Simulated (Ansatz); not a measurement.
Redistribution: C4H10 + C2H6S → C4H10S + C2H6

Species: C4H10 (isobutane) `CC(C)C`, singlet; C2H6S `CCS`, singlet; C4H10S (2-methyl-2-propanethiol) `CC(C)(C)S`, singlet; C2H6 (ethane) `CC`, singlet. The partners trade H for SH; both sit on C, so the bond types are kept.

Shapes, held fixed at every level: PBE0-D4/def2-TZVP. Flexible molecules stand in one conformer, not always the lowest. Programs: Ansatz 0.2.0. The zero-point and thermal change to 298 K, harmonic and unscaled (PBE0-D4/def2-TZVP), is -1.7 kJ/mol.

**What was measured.** Tabulated heats of formation (Active Thermochemical Tables, CRC Handbook of Chemistry and Physics): C4H10 -135.4 (ATcT); C2H6S -46.1 (CRC); C4H10S -109.6 (CRC); C2H6 -83.8 (ATcT) kJ/mol, which give ΔH(298 K) = -11.9 kJ/mol.

| level | kind | ΔH (kJ/mol) | computed − measured | CPU time (all species) |
| --- | --- | --- | --- | --- |
| SPW92/def2-TZVPP | LDA | -12.9 | -1.0 | 18 s |
| BHLYP-D4/def2-TZVPP | global hybrid | -9.3 | +2.6 | 32 s |
| PBE0-D4/def2-TZVPP | global hybrid | -9.6 | +2.4 | 31 s |
| r2SCAN0-D4/def2-TZVPP | global hybrid | -10.5 | +1.4 | 41 s |
| wB97X-V/def2-TZVPP | range-separated hybrid | -10.1 | +1.8 | 71 s |
| MP2/def2-TZVPP | perturbation theory | -17.7 | -5.8 | – |
| CCSD/def2-TZVPP | coupled cluster or CI | -10.4 | +1.5 | – |
| CCSD(T)/CBS estimate | coupled cluster or CI | -13.3 | -1.4 | 39 min |

Nearest: SPW92/def2-TZVPP (-1.0); farthest: MP2/def2-TZVPP (-5.8). 8 of 8 levels lie within 10 kJ/mol. The CBS estimate extrapolates MP2 from def2-TZVPP and def2-QZVPP and adds CCSD(T) − MP2 in the triple-zeta set, cores frozen. Times are processor times on shared x86 and Arm servers, and rough.
